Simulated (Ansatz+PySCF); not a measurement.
## singlet N2: levels of theory in one basis

```xyz
2

N     0.0000    0.0000   -0.9880
N     0.0000    0.0000    0.9880
```

Basis set: STO-3G (spherical functions). Left uncorrelated: 2 orbitals. Charge 0, multiplicity 1.

Computed with Ansatz (development build ahead of 0.2.0); each method stands on the lowest determinant of its kind that the runs found.

```
     method  E − E(RHF) (eV)  <S²> of the determinant
        RHF             0.00                     0.00
        UHF            -9.70                     2.77
    RHF-MP2            -2.45                        –
    UHF-MP2            -9.79                     2.77
RHF-CCSD(T)            -4.90                        –
UHF-CCSD(T)           -10.27                     2.77
```

Question: What does full CI (lowest root of this spin) give on the same scale?

Answer: -10.40 eV.

At such a shape the full CI root can have another spatial symmetry than the determinants, so the rows needn't describe one state.

Question: Is a single determinant a sound starting point here?

Answer: It is doubtful. Unrestricted orbitals lower Hartree–Fock by 9.70 eV and <S²> is 2.77 where a pure state has 0.00, a sign of strong static correlation.

Caution for RHF, RHF-MP2, RHF-CCSD(T): an unrestricted determinant lies well below. Caution for RHF, UHF, RHF-MP2, UHF-MP2, RHF-CCSD(T), UHF-CCSD(T): the determinant may break the point group. Caution for UHF, UHF-MP2, UHF-CCSD(T): the unrestricted determinant is a mixture of spin states. Caution for RHF-MP2, UHF-MP2, UHF-CCSD(T): large amplitudes, a single reference is doubtful. Caution for RHF-MP2, UHF-MP2: another reference gives a lower total. Caution for RHF-CCSD(T): very large amplitudes, the method is breaking down; the amplitudes may be one of several solutions. Caution for UHF-CCSD(T): the program doubts this total.
